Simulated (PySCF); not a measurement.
Molecule: cyclopropanol (SMILES OC1CC1).

Geometry (Å), atoms numbered from 1 in this order:
```xyz
10

O     1.784   -0.240    0.065
C     0.485   -0.155    0.549
C    -0.499    0.834    0.004
C    -0.687   -0.641   -0.247
H     1.774   -0.074   -0.884
H     0.501   -0.339    1.616
H    -0.193    1.449   -0.830
H    -1.166    1.333    0.688
H    -0.507   -1.006   -1.248
H    -1.485   -1.156    0.264
```

Frames of a GFN2-xTB Langevin trajectory at 300 K; GIAO PBE0/pcSseg-1 shieldings in PySCF 2.14, gas phase, non-relativistic; equivalent atoms averaged within each frame.

Shifts are taken against calculated references (same method and geometry level): H2O for ¹⁷O (σ = 336.08 ppm); TMS for ¹³C (σ = 186.93 ppm) and ¹H (σ = 31.72 ppm). The references are static minima.

Task: How do the shifts (ppm) fluctuate along the trajectory?

Result: 
| time (fs) | O1 | C2 | C3/C4 | H6 | H8/H10 | H7/H9 | H5 |
| --- | --- | --- | --- | --- | --- | --- | --- |
| optimised geometry | 44.7 | 50.9 | 8.1 | 3.37 | 0.49 | 0.15 | -0.91 |
| 250 | 51.8 | 51.6 | 17.9 | 2.75 | 2.20 | 1.58 | -1.51 |
| 425 | 58.8 | 53.2 | 14.6 | 2.77 | 1.48 | 0.97 | -0.89 |
| 625 | 23.1 | 45.6 | 10.2 | 3.48 | 0.86 | 0.06 | -1.29 |
| 800 | 48.0 | 54.3 | 8.9 | 4.00 | 0.63 | -0.44 | -0.04 |
| 1000 | 42.7 | 52.9 | 9.6 | 3.26 | 0.08 | 1.34 | -0.37 |
| mean of frames | 44.9 | 51.5 | 12.2 | 3.25 | 1.05 | 0.70 | -0.82 |
| standard deviation | 13.5 | 3.5 | 3.9 | 0.52 | 0.82 | 0.86 | 0.61 |

5 frames give an uncertainty of the mean of about the standard deviation over 2.2 at best, since frames this close in time may not be independent; classical motion lacks zero-point vibration, and the reference would need the same averaging.
